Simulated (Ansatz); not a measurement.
**Ca: all-electron results**

```xyz
1
Lattice="0.0000 2.7621 2.7621 2.7621 0.0000 2.7621 2.7621 2.7621 0.0000" Properties=species:S:1:pos:R:3 pbc="T T T"
Ca    0.0000    0.0000    0.0000
```

The cell was built from the fcc type and relaxed in the same program, and has space group Fm-3m; it needn't be a known or the stable phase.

Computed with DFT, PBE, all-electron LAPW, scalar-relativistic in Ansatz 0.2.0.

Numerical set-up: a Γ-centred 11×11×11 k mesh, Fermi–Dirac smearing of 0.03 eV, basis error target 1 meV/atom, no spin polarisation.

```yaml
Pressure_at_this_cell: 0.00 GPa
Volume_per_atom: 42.15 Å³
```

Problem. Give the computed value. Density of states at the Fermi level (0.2 eV bin).

Solution. 1.20 states/eV per cell.

Problem. Give the computed value. Band gap.

Solution. None at this level of theory (metallic, semimetallic, or a small gap that the functional closes).
